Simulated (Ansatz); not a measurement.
Fluorite CdF2 was calculated with LDA (plane waves, PAW; Ansatz, an electronic-structure program).

Numerical settings: plane-wave cutoff 520 eV, 8×8×8 k mesh, perturbation theory, scalar-relativistic PAW data made under PBE.

Computed at the level's own relaxed cell.

Harmonic phonon frequencies (cm⁻¹; i marks an imaginary mode; at Γ without the LO shift):

| q point | frequencies |
|---|---|
| Γ | 0 0 0 237 237 237 319 319 319 |
| X | 111 111 118 157 157 200 366 366 414 |
| U | 106 129 142 179 191 217 350 356 405 |
| L | 88 88 187 266 266 299 299 307 361 |

No imaginary mode appears at these points.
